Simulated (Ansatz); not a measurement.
Cost and result for the atomization energy of C3HFS (6 atoms, 6 bonds).

Z-matrix (Å, degrees):
```
C
C 1 1.399
F 1 1.324 2 119.4
S 1 2.019 2 67.2 3 -109.0
C 2 1.313 1 127.2 3 137.8
H 5 1.075 2 140.7 1 115.9
```

The species carries charge 0 and has multiplicity 1. The geometry is a stationary point of PBE0-D4/def2-TZVP. Program: Ansatz. All runs use 2 threads of an Arm Neoverse V2 on a shared host. Times are those of one run each, without the atoms' runs, and a repeat can differ threefold. Electronic energies, without spin–orbit coupling; frozen cores. CCSD(T)/CBS adds CCSD(T) − MP2 in def2-TZVPP to the MP2 limit, and its time is that of the two runs behind it. T1 = 0.021; the RHF reference is unstable towards UHF. B3LYP takes the VWN-RPA correlation (the form of Gaussian; ORCA's B3LYP/G).

CCSD(T)/CBS is a level of theory with its own doubt, some kJ/mol a heavy atom from the limit and from the frozen cores, so smaller differences don't rank the functionals.

```csv
level,functions,wall time
LDA (SPW92)/def2-TZVPP,180,1.2 s
revPBE-D4/def2-TZVPP,180,2 s
PBE-D4/def2-TZVPP (with forces),180,2.4 s
PBE0-D4/def2-TZVPP,180,3.1 s
CCSD(T)/def2-SVP,79,3.6 s
B3LYP-D4/def2-TZVPP (with forces),180,3.9 s
B2PLYP/def2-TZVPP,180,4.9 s
r2SCANh-D4/def2-TZVPP,180,6 s
ωB97X-V/def2-TZVPP,180,8.5 s
B97M-V/def2-TZVPP,180,9 s
MP2/def2-QZVPP,328,20 s
CCSD(T)/def2-TZVPP,180,70 s
CCSD(T)/CBS(def2),–,90 s
```

Question: What atomization energy does each give, and how far from CCSD(T)/CBS? (Best estimate.)

Answer: Computed: 
```
                            level  atomization (kcal/mol)  difference from CCSD(T)/CBS  per bond
           LDA (SPW92)/def2-TZVPP                   690.4                        140.2      23.4
             revPBE-D4/def2-TZVPP                   575.5                         25.3       4.2
  PBE-D4/def2-TZVPP (with forces)                   598.6                         48.4       8.1
               PBE0-D4/def2-TZVPP                   566.2                         16.0       2.7
                 CCSD(T)/def2-SVP                   509.4                        -40.8      -6.8
B3LYP-D4/def2-TZVPP (with forces)                   550.0                         -0.2       0.0
                B2PLYP/def2-TZVPP                   546.1                         -4.1      -0.7
            r2SCANh-D4/def2-TZVPP                   553.2                          3.0       0.5
               ωB97X-V/def2-TZVPP                   550.1                         -0.1       0.0
                B97M-V/def2-TZVPP                   562.4                         12.2       2.0
                   MP2/def2-QZVPP                   573.0                         22.8       3.8
               CCSD(T)/def2-TZVPP                   529.0                        -21.2      -3.5
                CCSD(T)/CBS(def2)                   550.2                          0.0       0.0
```

The D4 term adds +5.5 kcal/mol with B3LYP and +2.8 kcal/mol with PBE0; it sums over pairs of atoms, weighted by their polarisabilities, and B3LYP, whose exchange is more repulsive, gets the larger term. From r2SCAN to r2SCAN0 (25 % exact exchange), in def2-TZVPP and without D4, the atomization energy moves by −25.1 kcal/mol: exact exchange takes away binding that semilocal exchange gives to molecules. At CCSD(T), def2-SVP lies −40.8 kcal/mol from the extrapolated value and def2-TZVPP −21.2 kcal/mol: correlation converges slowly with the basis, and small sets miss more of it in the bonded molecule than in its fragments.
